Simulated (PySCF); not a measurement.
Saddle point of SiH₄O₂, singlet (SiH₄O₂ ([OH][SiH2][OH]) → SiH₂O ([O][SiH2]) + H₂O (still joined by a long Si–O bond); bonds formed: O2–H4; bonds broken: O3–H4; bonds weakened to dative contacts: Si1–O2), PBE0-D4/def2-TZVP structure:

```json
{"atom": "Si1", "x (Å)": "-0.2189", "y (Å)": "-0.1621", "z (Å)": "0.7069"}
{"atom": "O2", "x (Å)": "0.4534", "y (Å)": "0.5881", "z (Å)": "-0.8743"}
{"atom": "O3", "x (Å)": "0.5756", "y (Å)": "-1.4471", "z (Å)": "0.3256"}
{"atom": "H4", "x (Å)": "0.8136", "y (Å)": "-0.4167", "z (Å)": "-0.8468"}
{"atom": "H5", "x (Å)": "-1.6933", "y (Å)": "-0.0535", "z (Å)": "0.5292"}
{"atom": "H6", "x (Å)": "0.2295", "y (Å)": "0.7720", "z (Å)": "1.7674"}
{"atom": "H7", "x (Å)": "-0.1598", "y (Å)": "0.7193", "z (Å)": "-1.6079"}
```

Energies are electronic, without zero-point energy. Barriers and step energies count from the start structure reached by relaxing down the imaginary mode; all methods use the PBE0-D4 structures, on which another method's saddle can fall below an end. Program: PySCF 2.14 with density fitting (its default auxiliary sets; JK sets also for MP2 and CCSD(T)). Basis: def2-TZVPP, with def2-QZVPP for the basis limit. Cores are frozen in the correlated methods. B3LYP uses VWN-RPA correlation. Extrapolation: Hartree–Fock as exp(−7.88 √X), correlation as X^−2.97.

```
   method  barrier (kJ/mol)  step energy (kJ/mol)
    SPW92                 ?                 199.1
   PBE-D4                 ?                 196.2
r2SCAN-D4             216.5                 212.1
  PBE0-D4             219.7                 214.8
 B3LYP-D4                 ?                 212.7
 BHLYP-D4             244.8                 231.9
  wB97M-V             223.4                 214.8
       HF             277.1                 252.3
      MP2             222.3                 215.2
     CCSD             237.0                 225.3
  CCSD(T)             227.5                 218.3
```

(1) Fill in the withheld barriers. (Judge from chemistry; the value comes from the calculation.)

No T1 diagnostic of these runs exceeds 0.017.

Results:

(1) By the calculation: PBE-D4 198.9; B3LYP-D4 222.4; SPW92 189.6 kJ/mol. Each is the energy of the saddle less that of the start structure, by the same method.

For comparison, the barrier by CCSD(T) at an estimated basis limit (MP2 extrapolated from triple and quadruple zeta, plus CCSD(T) − MP2 in triple zeta) is 226.9 kJ/mol.

Labels in which every atom is bracketed show which atoms are joined, not bond orders.

For scale, one of the runs: CCSD(T)/def2-TZVPP, 160 basis functions, launched by `OMP_NUM_THREADS=4 python run.py`. Hardware: 4 CPU threads of an AMD EPYC 9B45, shared host. Wall time 41 s; peak host memory 1.2 GiB.
